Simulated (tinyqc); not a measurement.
UHF in the sto-3g basis, for NH, spin multiplicity 3, step by step (part 3 of 3). Computed by tinyqc, a small Python program that keeps every step (integrals from PySCF). Command: `OMP_NUM_THREADS=1 python tinyqc.py 22612 22613 out.jsonl` (the two numbers bound the seeds that draw the settings). One thread of a shared host (Intel(R) Xeon(R) Processor @ 2.60GHz), about 0.1 s of CPU time with the checks.

Geometry (angstrom):
```
atom         x         y         z
N     0.000000  0.000000  0.000000
H     0.000000  0.000000  1.422000
```

## Convergence

Stop when the energy changes by less than 1e-09 hartree and every element of the error matrix X^T (F D S - S D F) X (for each spin) is below 9e-06.

Course of the cycle:
```
iteration   E (hartree)     change  largest element of the error matrix
1          -53.60579120          -                             2.16e-01
2          -54.18562385  -5.80e-01                             6.45e-02
3          -54.20402841  -1.84e-02                             2.50e-02
4          -54.20671798  -2.69e-03                             1.56e-02
5          -54.20858608  -1.87e-03                             1.29e-02
6          -54.21026430  -1.68e-03                             1.14e-02
7          -54.21177203  -1.51e-03                             1.04e-02
8          -54.21307988  -1.31e-03                             9.51e-03
9          -54.21416740  -1.09e-03                             8.53e-03
10         -54.21503335  -8.66e-04                             7.51e-03
11         -54.21569462  -6.61e-04                             6.49e-03
12         -54.21618041  -4.86e-04                             5.51e-03
13         -54.21652510  -3.45e-04                             4.60e-03
14         -54.21676239  -2.37e-04                             3.79e-03
...                 ...        ...                                  ...
27         -54.21720581  -5.29e-07                             1.77e-04
28         -54.21720613  -3.20e-07                             1.37e-04
29         -54.21720632  -1.93e-07                             1.07e-04
30         -54.21720644  -1.16e-07                             8.29e-05
31         -54.21720651  -7.02e-08                             6.44e-05
32         -54.21720655  -4.23e-08                             5.00e-05
33         -54.21720658  -2.55e-08                             3.88e-05
34         -54.21720659  -1.54e-08                             3.01e-05
35         -54.21720660  -9.25e-09                             2.34e-05
36         -54.21720661  -5.57e-09                             1.81e-05
37         -54.21720661  -3.35e-09                             1.41e-05
38         -54.21720661  -2.02e-09                             1.09e-05
39         -54.21720662  -1.21e-09                             8.46e-06
40         -54.21720662  -7.30e-10                             6.56e-06
```

PySCF UHF in the same basis, after a stability check = -54.21720662 hartree

Converged in 40 iterations.

## Populations, bond orders and dipole

D(alpha) after iteration 40, order 1N 1s, 1N 2s, 1N 2px, 1N 2py, 1N 2pz, 2H 1s:
```
[[1.057292, -0.244077, 0.000000, 0.000000, 0.020537, -0.008766],
 [-0.244077, 1.044352, 0.000000, 0.000000, -0.102911, 0.006492],
 [0.000000, 0.000000, 1.000000, 0.000000, 0.000000, 0.000000],
 [0.000000, 0.000000, 0.000000, 1.000000, 0.000000, 0.000000],
 [0.020537, -0.102911, 0.000000, 0.000000, 0.739355, 0.282338],
 [-0.008766, 0.006492, 0.000000, 0.000000, 0.282338, 0.109887]]
```

D(beta) after iteration 40, order 1N 1s, 1N 2s, 1N 2px, 1N 2py, 1N 2pz, 2H 1s:
```
[[1.057715, -0.248003, 0.000000, 0.000000, 0.039472, 0.015652],
 [-0.248003, 1.074291, 0.000000, 0.000000, -0.181994, -0.148896],
 [0.000000, 0.000000, 0.000000, 0.000000, 0.000000, 0.000000],
 [0.000000, 0.000000, 0.000000, 0.000000, 0.000000, 0.000000],
 [0.039472, -0.181994, 0.000000, 0.000000, 0.148236, 0.315494],
 [0.015652, -0.148896, 0.000000, 0.000000, 0.315494, 0.738448]]
```

overlap S, order 1N 1s, 1N 2s, 1N 2px, 1N 2py, 1N 2pz, 2H 1s:
```
[[1.000000, 0.235038, 0.000000, 0.000000, 0.000000, 0.022617],
 [0.235038, 1.000000, 0.000000, 0.000000, 0.000000, 0.276498],
 [0.000000, 0.000000, 1.000000, 0.000000, 0.000000, 0.000000],
 [0.000000, 0.000000, 0.000000, 1.000000, 0.000000, 0.000000],
 [0.000000, 0.000000, 0.000000, 0.000000, 1.000000, 0.284508],
 [0.022617, 0.276498, 0.000000, 0.000000, 0.284508, 1.000000]]
```

Mulliken: Z minus the diagonal of D S on the atom; Loewdin: the same with S^(1/2) D S^(1/2); Mayer order: 2 sum_s sum (D(s) S)_ij (D(s) S)_ji over the two atoms.

Charges (e):
```
atom   Mulliken    Loewdin  Mulliken spin
1N    -0.020796  -0.006792       2.595582
2H     0.020796   0.006792      -0.595582
```

Mayer bond orders:
```
pair     order
2-1   0.644850
```

dipole moment about the origin, x y z (debye): [0.000000, 0.000000, 0.691911]

<S^2> of the determinant (pure state: 2) = 2.317529
